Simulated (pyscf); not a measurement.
H₂C=C=CH₂ + HF → H₂C=C=CH–F + H₂, a four-centre exchange (singlet surface; C–H, F–H broken, C–F, H–H formed). Single points on ωB97X-D3(BJ)/def2-SVP structures (PySCF, gas phase). Energies in eV from the separated reactants.

AM1 to PM7: differences of heats of formation from MOPAC, which are fitted to 298 K values and so differ in kind from electronic energies by zero-point and thermal terms. 

### Question
Quick PM6 single points give ΔE‡ = 3.92 eV and ΔE = -0.26 eV. What does ωB97M-D3(BJ)/def2-TZVP give, and how far is the quick result from it?

### Answer
ωB97M-D3(BJ)/def2-TZVP gives ΔE‡ = 4.43 eV and ΔE = +1.15 eV. PM6 lies 0.51 eV under it in the barrier and 1.42 eV under it in the reaction energy, so on this step it does not hold to within 0.13 eV. ωB97M-D3(BJ)/def2-TZVP has limits of its own. On the reactant side the descent ends in a complex, 0.22 eV under the separated species and 4.70 eV under the saddle at ωB97X-D3(BJ)/def2-TZVP. The same reactants have a lower exit, to HC≡C–CH₃ + HF (barrier +1.98 eV at ωB97M-D3(BJ)/def2-TZVP, against +4.43 eV here). This is the saddle that the search found; another between the same sides may lie lower.
